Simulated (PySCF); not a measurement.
# Nuclear quadrupole coupling in `N#CC(F)(F)F`

Species: C2F3N.
SMILES with atom numbers: `[N:1]#[C:2][C:3]([F:4])([F:5])[F:6]`

Cartesian coordinates in Å at the PBE0-D3(BJ)/def2-SVP level; atoms count from 1:
```xyz
6
C2F3N angstrom
N      2.1867    0.0841   -0.0019
C      1.0342    0.0321   -0.0077
C     -0.4504   -0.0375   -0.0134
F     -0.8543   -1.0215   -0.8005
F     -0.8985   -0.2560    1.2125
F     -0.9546    1.1028   -0.4582
```

Field gradients from the B3LYP/pcJ-1 density (PySCF, non-relativistic), principal values in atomic units, ordered |Vxx| ≤ |Vyy| ≤ |Vzz|:

```tsv
atom	Vxx	Vyy	Vzz
N1	0.5244	0.5245	-1.0489
```

**Question.** Find the asymmetry η = (Vxx − Vyy)/Vzz and the couplings χ = eQV/h (234.96 MHz × Q in barn × V in au), with Q(14N) = 0.02044 b.

**Answer.** 
| atom | environment | nucleus | η | χzz (MHz) | χxx (MHz) | χyy (MHz) |
| --- | --- | --- | --- | --- | --- | --- |
| N1 | nitrile nitrogen | 14N | 0.00 | -5.04 | 2.52 | 2.52 |

The gradient is axial or nearly so (η below 0.05) at N1. The tensor is traceless: Vxx + Vyy + Vzz = 0.

**Question.** What is Vzz at N1 in SI units (1 au = 9.71736 × 10²¹ V/m²)?

**Answer.** -1.0489 au = -10.193 × 10²¹ V/m².

Geometry: PBE0-D3(BJ)/def2-SVP; no solvent, vibrations or thermal averaging. These gradients aren't converged with respect to the basis.

The run behind these numbers computed spin–spin couplings as well. Time: 23 s; peak memory 0.69 GiB. Hardware: an Arm Neoverse N1 with one thread (shared host).
